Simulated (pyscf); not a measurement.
**Four-centre exchange: H₃C–InH₂ (SMILES [CH3][InH2]) + HF (SMILES F) -> CH₄ (SMILES C) + F–InH₂ (SMILES [F][InH2])**

Gas phase, singlet surface, charge 0. Bonds broken: C1–In2, F8–H9. Bonds formed: C1–H9, In2–F8. Single points on ωB97X-D3(BJ)/def2-SVP structures (PySCF, gas phase). MP2 and CC: frozen core, UHF for open shells. ΔMP2 is the change of the MP2 total energy from the triple- to the quadruple-zeta basis.

Transition state (Å):

```xyz
9

C     -1.6480    -0.8626    -0.1929
In    -0.1720     0.9791     0.0107
H     -1.9317    -1.6052    -0.9614
H     -2.5906    -0.4501     0.1984
H     -1.1517    -1.4611     0.5898
H     -1.0762     2.4056     0.2756
H      1.3889     0.4461     0.4617
F     -0.4657     0.3794    -2.1061
H     -1.0502    -0.2722    -1.3726
```

One imaginary mode, 1041i cm⁻¹; descent along it reached the two sides named, in the forms told below.

```json
[
 {"bond": "C1–In2", "change": "breaks", "reactant side (Å)": "2.179", "saddle": "2.369", "product side": "3.0"},
 {"bond": "F8–H9", "change": "breaks", "reactant side (Å)": "0.931", "saddle": "1.142", "product side": "2.337"},
 {"bond": "C1–H9", "change": "forms", "reactant side (Å)": "2.475", "saddle": "1.448", "product side": "1.102"},
 {"bond": "In2–F8", "change": "forms", "reactant side (Å)": "2.506", "saddle": "2.220", "product side": "1.980"}
]
```

Electronic energies relative to the separated reactants (kcal/mol):

```tsv
level	barrier	reaction energy	reverse barrier
ωB97X-D3(BJ)/def2-TZVP	2.5	-26.2	28.7
PBE/def2-TZVP	-1.1	-27.8	26.7
r²SCAN/def2-TZVP	-2.0	-29.0	27.0
B3LYP-D3(BJ)/def2-TZVP	2.5	-28.4	30.9
PBE0-D3(BJ)/def2-TZVP	1.4	-25.5	26.9
M06-2X/def2-TZVP	0.8	-27.8	28.7
ωB97M-D3(BJ)/def2-TZVP	3.3	-26.9	30.2
HF/def2-TZVP	17.0	-29.7	46.7
MP2/def2-QZVPP	4.4	-23.2	27.6
CCSD/def2-TZVPP	8.2	-23.5	31.7
CCSD(T)/def2-TZVPP	6.0	-23.2	29.2
CCSD(T)/def2-TZVPP + ΔMP2(QZVPP)	5.3	-24.1	29.4
```

With CCSD(T)/def2-TZVPP + ΔMP2(QZVPP) energies and thermal terms (ideal gas, 1 atm, RRHO with modes under 100 cm⁻¹ raised to 100, one conformer, R ln 2 for chiral ones without a mode under 150 cm⁻¹), in kcal/mol:

```csv
T (K),ΔH‡,ΔG‡,ΔH,ΔG
298,4.0,14.6,-23.2,-21.8
600,3.7,25.6,-24.2,-19.9
900,3.9,36.6,-24.9,-17.6
1200,4.3,47.4,-25.4,-15.1
```

On the reactant side the descent ends in an adduct with a F–In contact, 6.8 kcal/mol under the separated species and 9.3 kcal/mol under the saddle at ωB97X-D3(BJ)/def2-TZVP. On the product side the descent ends in a complex, 4.3 kcal/mol under the separated species and 33.0 kcal/mol under the saddle at ωB97X-D3(BJ)/def2-TZVP. At PBE, r²SCAN the saddle lies under the separated reactants, which points to a path from their complex (located at ωB97X-D3(BJ) alone). What is counted as formed (F–In) is already present as a longer contact in the reactant adduct; forming that adduct is a step of its own. One saddle was located; it need not be the lowest between these sides. The CCSD(T) − MP2 part came from Ansatz, without density fitting, on the same reference. The frozen core leaves the outer d or s,p core shells of the metals and heavy elements correlated in the MP2 and CC values, and def2-TZVPP describes them poorly, which can shift differences by a few kcal/mol. Elements past Kr carry the def2 core potentials, without spin-orbit coupling.
